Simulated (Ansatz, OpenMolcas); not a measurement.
# AlH2O (SMILES [O][AlH2]): from total energies to a heat of formation

The species is AlH2O (4 atoms), meant as a doublet with charge 0. SMILES: `[O][AlH2]`. Geometry: relaxed at PBE0-D4/def2-TZVP.

```xyz
4

O     0.0626   -0.8563    1.4014
Al    0.0113    0.0299   -0.0804
H    -1.1496   -0.3608   -1.0760
H     1.1311    1.1268   -0.2653
```

Total energies at UM06-2X/def2-TZVPP (OpenMolcas 26.06); the atoms run unrestricted:

```
species    state  energy (Eh)
  AlH2O  doublet  -318.785118
      O  triplet   -75.066164
     Al  doublet  -242.342375
      H  doublet    -0.498139
```

Harmonic wavenumbers at UPBE0-D4/def2-TZVP, in cm⁻¹: 404, 590, 704, 810, 1948, 1962.

Measured heats of formation of the gaseous atoms at 298.15 K, in kJ/mol: O 249.2, Al 329.7, H 218.0. Spin-orbit lowering of the atoms at 298 K (mean of the ground term's levels less their thermal mean, from spectra), in kJ/mol: O 0.40, Al 0.17. Take 1 Eh = 2625.50 kJ/mol, 1 cm⁻¹ = 0.0119627 kJ/mol, RT = 2.479 kJ/mol.

Work out the heat of formation of the gas at 298 K.


1. Electronic atomisation energy: (-75.066164) + (-242.342375) + 2 × (-0.498139) − (-318.785118) = 0.380301 Eh = 998.5 kJ/mol.
2. Zero-point energy: half the sum of the wavenumbers, 3209 cm⁻¹ = 38.4 kJ/mol.
3. Thermal vibrational enthalpy, Σ hcν̃/(exp(hcν̃/kT) − 1): 1.7 kJ/mol. Translation, rotation and pV of a non-linear molecule: 4 RT = 9.9 kJ/mol.
4. The 4 free atoms carry 5/2 RT each: 24.8 kJ/mol.
5. Spin-orbit coupling lowers the free atoms by 0.40 + 0.17 = 0.6 kJ/mol.
6. Atomisation enthalpy at 298 K: 998.5 − 0.6 − 38.4 − 1.7 − 9.9 + 24.8 = 972.7 kJ/mol.
7. Sum of the atoms' heats of formation: 1014.9 kJ/mol. Heat of formation: 1014.9 − 972.7 = +42.2 kJ/mol.

No measured value is set beside it here. Anharmonicity and any spin-orbit splitting of the molecule are left out.
